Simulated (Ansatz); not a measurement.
**SiH2O+ (doublet): from Hartree-Fock to the top rungs, def2-TZVPP**

One table from this session's results is given with a row withheld; the runs are named, their logs left out.

Computed with Ansatz 0.2.0, Gaussian basis. Level: def2-TZVPP, core rule «outside noble gas», up to 6 orbitals frozen.

The runs, in order: UHF; ROHF; CCSD(T) on UHF.

2 further runs of the same task are left out: 2 set aside as unsound or not needed.

### The system

The geometry is a PBE0/def2-TZVP stationary point (not a proven minimum) of the parent state, kept for this charge and spin.

4 atoms, charge 1, spin multiplicity 2.

Atoms are counted from 1 here; the program's logs count them from 0.

Bond lengths: Si1–O2 1.516 Å, Si1–H3 1.486 Å, Si1–H4 1.486 Å. Angles: O2–Si1–H3 124.0°, O2–Si1–H4 124.0°, H3–Si1–H4 111.9°.

Set-up of the first run:

File in.yaml:

```yaml
crystal:
  periodic: [false, false, false]
  atoms:
    - {symbol: Si, position_ang: [0.000000, 0.000000, 0.489694]}
    - {symbol: O, position_ang: [0.000000, 0.000000, -1.026105]}
    - {symbol: H, position_ang: [0.000000, 1.230909, 1.321383]}
    - {symbol: H, position_ang: [0.000000, -1.230909, 1.321383]}
basis:
  gaussian: {orbitals: def2-TZVPP}
total_charge: 1
magnetization: {spin_polarized: true, initial_magnetization: 1}
hamiltonian: {xc: hf}
output: {orbitals: {seedname: orbitals}}
```

Launch:

```
$ ansatz run in.yaml --threads 1 --pin off --events-out ev --progress --plain --max-ram 4096MiB --backend cpu
```

Among the steps run: UHF; ROHF; CCSD(T) on UHF.

One of the session's tables, all rows but one given; the rest of the session is left out.

```
  method  from UCCSD(T) (meV)
    ROHF                    ?
     UHF              +8643.3
    UMP2              +1099.7
   UCCSD               +263.1
UCCSD(T)                    0
```

Q: Estimate the row for ROHF from the others.

The run gave: from UCCSD(T) (meV): +8780.3. In the column «from UCCSD(T) (meV)» it is the highest.
